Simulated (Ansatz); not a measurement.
Input for Ansatz (development build ahead of 0.2.0):

```yaml
crystal:
  periodic: [false, false, false]
  atoms:
    - { symbol: C, position_ang: [-0.05372, -0.49493, -0.06026] }
    - { symbol: O, position_ang: [-0.05014, -0.49804, 1.16699] }
    - { symbol: "N", position_ang: [0.02874, 0.67995, -0.93616] }
    - { symbol: H, position_ang: [0.08554, -1.32538, -0.70668] }
    - { symbol: H, position_ang: [0.03044, 0.54542, -1.84217] }
    - { symbol: H, position_ang: [-0.11364, 1.6203, -0.37099] }
basis:
  gaussian: { orbitals: STO-3G }
hamiltonian:
  xc: hf
correlation:
  method: mp2
  frozen_orbitals: { C: 1, H: 0, "N": 1, O: 1 }
```

The input is written out in the form of the current development build from the run's settings.

Output:

```yaml
Converged: yes
Reference_energy: -166.65407 hartree
Correlation_energy: -0.16587 hartree
Total_energy: -166.81994 hartree
Spin_squared_of_the_determinant: 0.000
```
